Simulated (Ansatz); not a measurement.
Black phosphorus

The numbers are results of PBE-D3(BJ) (PAW; Ansatz, a program for electronic structure), not measurements.

Settings: plane-wave cutoff 500 eV, 10×8×10 k mesh (along the axes of the cell as run), Fermi–Dirac smearing 0.05 eV, scalar-relativistic PAW data made under PBE.

Cell: relaxed at this level.

- volume per atom = 17.61 Å³/atom
- lattice parameter a = 3.323 Å
- lattice parameter b = 10.192 Å
- c axis length = 4.159 Å

Measured, for comparison: equilibrium volume per atom 18.97 Å³/atom (temperature not stated, not corrected to a static lattice; as tabulated in Appalakondaiah et al. (2012), arXiv:1211.3512). Computed (rounded) less measured: equilibrium volume per atom -7.2 %.

The computed numbers hold no vibrational or temperature effects.
